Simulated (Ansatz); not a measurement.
**Si₂H₅Cl: how energies converge with the basis set**

Aim: see how fast density functionals converge with the basis set for Si₂H₅Cl.

Computed with Ansatz 0.2.0, Gaussian basis. Level: one geometry, several basis sets.

The runs, in order: PBE0-D4/def2-SVP; ωB97M-V/def2-SVP; PBE0-D4/def2-QZVPP; ωB97M-V/def2-QZVPP; the functionals' def2-TZVPP values are taken from earlier runs.

### 1 The geometry

An earlier PBE0-D4 in a triple-zeta def2 set relaxation fixed the geometry.

8 atoms, charge 0, spin multiplicity 1.

Atoms are counted from 1 here; the program's logs count them from 0.

Bond lengths: Si1–Si2 2.338 Å, Si1–H4 1.488 Å, Si1–H5 1.486 Å, Si1–H6 1.486 Å, Si2–Cl3 2.065 Å, Si2–H7 1.485 Å, Si2–H8 1.485 Å. Angles: Si2–Si1–H4 109.6°, Si2–Si1–H5 109.6°, Si2–Si1–H6 109.6°, H4–Si1–H5 109.3°, H4–Si1–H6 109.3°, H5–Si1–H6 109.5°, Si1–Si2–Cl3 108.7°, Si1–Si2–H7 111.9°, Si1–Si2–H8 111.8°, Cl3–Si2–H7 107.7°, Cl3–Si2–H8 107.7°, H7–Si2–H8 108.8°.

### 2 PBE0-D4 in def2-SVP

in.yaml

```yaml
crystal:
  periodic: [false, false, false]
  atoms:
    - {symbol: Si, position_ang: [-0.706459, 0.881805, -0.390293]}
    - {symbol: Si, position_ang: [0.573424, -0.938822, 0.325930]}
    - {symbol: Cl, position_ang: [2.431623, -0.252943, 0.908041]}
    - {symbol: H, position_ang: [-2.053039, 0.410125, -0.813029]}
    - {symbol: H, position_ang: [-0.034269, 1.540738, -1.540040]}
    - {symbol: H, position_ang: [-0.854542, 1.855741, 0.722090]}
    - {symbol: H, position_ang: [-0.041819, -1.622835, 1.491372]}
    - {symbol: H, position_ang: [0.777180, -1.930910, -0.759870]}
basis:
  gaussian: {orbitals: def2-SVP}
hamiltonian: {xc: pbe0, dispersion: d4}
output: {orbitals: {seedname: orbitals}}
```

Further steps of the session: ωB97M-V in def2-SVP; PBE0-D4 in def2-QZVPP; ωB97M-V in def2-QZVPP.

Before running them: what should the planned runs give, taken together? Wanted: PBE0-D4: double and triple zeta above quadruple; ωB97M-V: double and triple zeta above quadruple.

The runs gave:

| quantity | value |
| --- | --- |
| PBE0-D4: double and triple zeta above quadruple | 10.88, 0.91 eV |
| ωB97M-V: double and triple zeta above quadruple | 10.86, 0.86 eV |

In words: PBE0-D4 gains 9.97 eV from double to triple zeta, then 0.91 eV more. Total energies overstate the basis error of differences, where much of it tends to cancel. The LUMO of ωB97M-V is positive and keeps falling with the basis (1.65 to 1.03 eV): an unbound level that the basis holds in place.
